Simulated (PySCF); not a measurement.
Level of theory: TPSSh-D3(BJ)/def2-TZVP // TPSS-D3(BJ)/def2-SVP (PySCF 2.14.0). Isolated molecules, 0 K electronic values unless said otherwise. 

Reference species (SMILES): `CC#N` (neutral, multiplicity 1).

The HOMO–LUMO gap is 8.87 eV and the dipole moment is 3.99 D.

Changed species: `C#N` (free ligand NCH; the reference has free ligand CH3CN).

Question: What does the change do to the HOMO–LUMO gap and dipole moment?

Answer: the HOMO–LUMO gap goes up by 0.28 eV, to 9.15 eV; the dipole moment decreases by 0.98 D, to 3.01 D.
